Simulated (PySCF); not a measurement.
A series of derivatives of formaldehyde

Parent skeleton `[CH2:1]=[O:2]`; one hydrogen on atom 1 is replaced by X. Hydrogens on one atom are averaged.

No relativistic terms, in vacuum, single conformer, averaged over atoms made equivalent by symmetry, fast rotation or ring inversion. GFN2-xTB geometry; σ from GIAO-PBE0/pcSseg-1; PySCF 2.14.0 with density-fitted response routines.

δ = σ(ref) − σ, references computed at the same level: TMS for $^{13}$C and $^{1}$H; $^{17}$O against H2O.

Parent (X = H): C1 198.8, O2 797.2, H(C1) 10.06 ppm. Effects are Δδ = δ(X) − δ(H), positive for deshielding.

Known members:
```csv
X,C1,O2,H(C1)
CHO,-2.8,-48.6,-0.80
N=CH2,-33.7,-309.7,-0.75
2-pyridyl,+2.4,-113.3,+0.27
CH=NH,-5.7,-68.0,-0.82
2-thienyl,-15.0,-154.1,-0.12
```

Four more derivatives gave (Δδ, ppm):
| compound | C1 | O2 | H(C1) |
| --- | --- | --- | --- |
| 1 | -11.8 | -90.9 | -0.67 |
| 2 | +1.7 | -66.5 | -0.40 |
| 3 | -40.2 | -303.8 | -2.00 |
| 4 | -17.7 | -36.3 | -0.56 |

Their substituents are CF3, CH=NMe, OCOCH3, ethynyl. Which is which?

Answers

1: X = CF3 (O=CC(F)(F)F); 2: X = CH=NMe (C/N=C/C=O); 3: X = OCOCH3 (CC(=O)OC=O); 4: X = ethynyl (C#CC=O).

Unscaled 17O shifts of doubly bonded oxygen tend to come out too high, by tens of ppm or more. Experimental scales use liquid or dissolved standards, which lie at an offset from isolated H2O (liquid H2O: subtract about 36 ppm).
